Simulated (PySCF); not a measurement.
# CuF (Copper monofluoride): the cost of one run

Programs: PySCF 2.14.0, with density-fitted response routines of our own. Each step states its level of theory. These are calculated values for one molecule in the gas phase, unless marked as measured. Atoms count from 0, in the outputs and in this text.

### 1 The molecule as given

2 atoms, charge 0, multiplicity 1; geometry from: GFN2-xTB. The atoms were then displaced at random by about 0.03 Å, so the start is not that level's minimum.

Bonds of the start (Å): F0–Cu1 1.79.

### 2 Geometry optimisation at PBE0-D3(BJ)/def2-SVP

Job settings and geometry (Å):

```
{"job": {"xc": "PBE0", "basis": "def2-SVP", "d3": "d3bj", "grid": 1, "shake": 0.03, "kind": "geom"}, "charge": 0, "multiplicity": 1}
F      0.921220    -0.082730     0.007190
Cu    -0.871500    -0.004980    -0.029420
```

On the command line:

```
> OMP_NUM_THREADS=1 python probes_run.py task.json out
```

This one command runs all jobs of the session in turn.

Q: Estimate the wall time and peak memory of this first job on 1 thread of Arm Neoverse V1, shared host.

About 2.4 s, with a peak of 0.25 GiB.
